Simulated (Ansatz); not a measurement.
# C₂HO− (SMILES [C-]1=CO1): a rigid scan of the bond length C1–H4

How does the energy rise as the bond length C1–H4 leaves its equilibrium value, and do density functionals follow CCSD(T)? No other atom is relaxed.

Method: single points in def2-TZVPPD; program: Ansatz 0.2.0, Gaussian basis.

Levels: PBE-D4, r2SCAN-D4, PBE0-D4, B3LYP-D4, wB97M-V, Hartree-Fock, MP2, CCSD, CCSD(T). The scan takes 0.963, 0.985, 1.016, 1.053, 1.094, 1.138, 1.184, 1.233, 1.285 Å.

Correlated methods freeze the cores. B3LYP uses VWN-RPA correlation.

28 further runs of the same task are left out: 28 set aside as unsound or not needed.

### 1 Starting geometry

The minimum, relaxed at PBE0-D4: 4 atoms, charge -1, spin multiplicity 1.

Atoms are counted from 1 here; the program's logs count them from 0.

Bond lengths: C1–C2 1.256 Å, C1–H4 1.070 Å, C2–O3 1.216 Å. Angles: C2–C1–H4 139.3°, C1–C2–O3 172.9°.

As a file:

```xyz
4
C2HO
C     0.3225   -0.5914    0.3054
C    -0.4069    0.2704   -0.2459
O    -1.2170    0.9954   -0.7901
H     1.3014   -0.6743    0.7306
```

Energies of the minimum (eV), from earlier single points: PBE-D4 -4133.43946, r2SCAN-D4 -4135.80142, PBE0-D4 -4133.23556, B3LYP-D4 -4138.25500, wB97M-V -4136.64986, CCSD(T) -4129.82642.

At the minimum the bond length C1–H4 is 1.070 Å.

### 2 C1–H4 = 0.963 Å

Contents of ccsdt-tzvppd/in.yaml:

```yaml
crystal:
  periodic: [false, false, false]
  atoms:
    - {symbol: C, position_ang: [0.322514, -0.591432, 0.305388]}
    - {symbol: C, position_ang: [-0.406947, 0.270368, -0.245878]}
    - {symbol: O, position_ang: [-1.217018, 0.995359, -0.790082]}
    - {symbol: H, position_ang: [1.203147, -0.665966, 0.687879]}
basis:
  gaussian: {orbitals: "def2-TZVPPD.json"}
total_charge: -1
correlation: {method: ccsd_t}
```

The basis file named in the input lies beside it (Basis Set Exchange, JSON).

No record of the launch command was kept for these runs.

Further steps of the session: C1–H4 = 0.985 Å; C1–H4 = 1.016 Å; C1–H4 = 1.053 Å; C1–H4 = 1.094 Å; C1–H4 = 1.138 Å; C1–H4 = 1.184 Å; C1–H4 = 1.233 Å; C1–H4 = 1.285 Å.

**Question.** What will these runs give? Wanted: highest point, CCSD(T); lowest point, CCSD(T); minimum along the scan, CCSD(T); RMS deviation from CCSD(T); largest T1 diagnostic.

The runs gave:

| quantity | value |
| --- | --- |
| highest point, CCSD(T) | 13.6 kcal/mol at 1.285 Å |
| lowest point, CCSD(T) | 0.0 kcal/mol at 1.070 Å |
| minimum along the scan, CCSD(T) | 1.070 Å |
| curvature there | 38.2 eV/Å² |
| RMS deviation from CCSD(T) | PBE-D4 0.6, r2SCAN-D4 0.0, PBE0-D4 0.1, B3LYP-D4 0.2, wB97M-V 0.2, Hartree-Fock 1.3, MP2 0.4, CCSD 0.3 kcal/mol |
| largest T1 diagnostic | 0.019 |

A polynomial through the near points puts the CCSD(T) minimum at the PBE0-D4 value. The well is lopsided: squeezing costs more than stretching by the same length. Curvature against CCSD(T): PBE-D4 -4 %, Hartree-Fock +9 %. The curve of r2SCAN-D4 lies nearest to CCSD(T), that of Hartree-Fock farthest.
